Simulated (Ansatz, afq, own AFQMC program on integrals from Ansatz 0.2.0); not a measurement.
AFQMC on a folder of integrals that Ansatz 0.2.0 wrote.

```yaml
crystal:
  periodic: [false, false, false]
  atoms:
    - {symbol: O, position_ang: [0.000000, 0.000000, 0.000000]}
    - {symbol: C, position_ang: [0.000000, 0.000000, 1.527000]}
basis:
  gaussian: {orbitals: 6-31G}
magnetization: {spin_polarized: false}
correlation: {method: ccsd_t, electrons: outside_noble_gas, hamiltonian_folder: ham}
```

```sh
$ ansatz run in.yaml --threads 1 --pin off --events-out ev --progress --plain --max-ram 24576MiB --backend cuda --devices 0, --max-vram 18GiB
```

afq runs on the folder ham with

```
--method phaseless --trial cisd --walkers 4000 --populations 20 --least-time 60 --time-step 0.005 --steps-per-block 50 --equilibration-blocks 40 --max-blocks 4000 --target-error 0.00038 --factor-cut 1e-05 --seed 8311 --release-times 0.24,0.51,0.99,1.62,2.4 --release-step 0.03 --release-every 3 --taylor-order 6
```

Times are imaginary, in 1/Eh. The walk had a cap of 122 s. With eight or more populations the least sampling time is a fifth of least-time, and the error comes from their spread.

afq prints:

```
orbitals 16  electrons 5 5  factors 90 of 202
reference energy -112.49585803 Eh
CCSD correlation -0.26103110 Eh in 11 cycles, weight of the determinant in the CISD state 0.8105
energy of the start -112.756877 Eh
 block  time / (1/Eh)  mean weight  energy / Eh
     1     0.250  0.9999  -112.756418
     2     0.500  1.0002  -112.762718
     3     0.750  1.0002  -112.767783
     4     1.000  1.0000  -112.770950
     5     1.250  0.9999  -112.772797
     7     1.750  1.0003  -112.779680
     9     2.250  1.0001  -112.783900
    13     3.250  1.0001  -112.786002
    21     5.250  1.0002  -112.786370
    25     6.250  1.0003  -112.789472
    29     7.250  0.9997  -112.782995
    37     9.250  1.0000  -112.777038
    45    11.250  1.0002  -112.781680
    53    13.250  0.9999  -112.779378
    61    15.250  0.9999  -112.780708
    69    17.250  0.9999  -112.781179
    77    19.250  1.0000  -112.780996
    85    21.250  1.0002  -112.788431
    93    23.250  0.9998  -112.781500
   101    25.250  1.0000  -112.782687
   109    27.250  1.0001  -112.782504
   117    29.250  1.0004  -112.784222
   125    31.250  1.0000  -112.780239
   133    33.250  0.9999  -112.786458
   141    35.250  0.9995  -112.785586
   149    37.250  1.0000  -112.781589
   157    39.250  1.0002  -112.780289
   165    41.250  1.0003  -112.782362
   169    42.250  1.0000  -112.784356
error from the spread of 20 populations
released: time / (1/Eh)  energy / Eh  error  mean overlap
  0.24  -112.782467  0.000255  1.0010
  0.51  -112.782749  0.000267  1.0007
  0.99  -112.783512  0.000282  1.0002
  1.62  -112.783634  0.000410  0.9987
  2.40  -112.783521  0.000693  1.0033
energy -112.782189 +/- 0.000379 Eh
(rows thinned)
```

The run passed its tests (sampling time, drift between the halves within three errors, error under three times the target), which doesn't prove that it has relaxed.

Against this walk (error 10.3 meV) on the same determinant: CCSD(T) 25.7 meV higher, full CI 49.3 meV lower. The error is statistical and leaves out the bias of the constraint. Released to 2.40 1/Eh the energy moves by -36 ± 21 meV (both errors), within twice the noise. Full CI is exact here, so the walk's 49 meV above it is the walk's own error: the bias of the constraint with this trial. The determinant is a poor start (see the cautions), so the low cluster orders aren't to be relied on, and full CI is the sure value.

Cautions: constraint bias not in the error; restricted determinant unstable towards unrestricted (UHF 814 meV lower, ⟨S²⟩ 0.81); strong correlation (T1 0.067, weight of the determinant 0.81, largest double 0.12); (T) is large, 9 % of the CCSD correlation.

The walk took 33 s on 1 × NVIDIA H100 80GB HBM3 with 2 threads of AMD EPYC 7R13 Processor (Zen 3), on a shared host (the card was shared). The log's last line is the phaseless energy.

A walk keeps the symmetry of its determinant, which the program's search chose and which needn't be the lowest solution, so a lower state of the same spin and another symmetry isn't excluded.
